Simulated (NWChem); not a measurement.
## Total energies of F (+1)

SMILES: [F+]
```xyz
1

F      0.0000     0.0000     0.0000
```
Charge +1, spin multiplicity 3.

Everything below was run with NWChem.

Basis set: cc-pVQZ (55 functions).

```tsv
method	total energy (Ha)
UHF	-98.83866
UMP2	-98.99767
UB2PLYP	-99.08584
UPBE	-99.02412
UB3LYP	-99.12198
ULC-wPBE (omega 0.3 per bohr)	-99.04241
```

Total energies of different functionals aren't comparable as a measure of quality: only differences taken within one method are. 

The correlated methods keep 1 core orbital frozen. B3LYP has NWChem's definition, with VWN1-RPA local correlation. The stability of the SCF solutions was not checked. Open-shell Hartree-Fock references start from PBE0 orbitals.
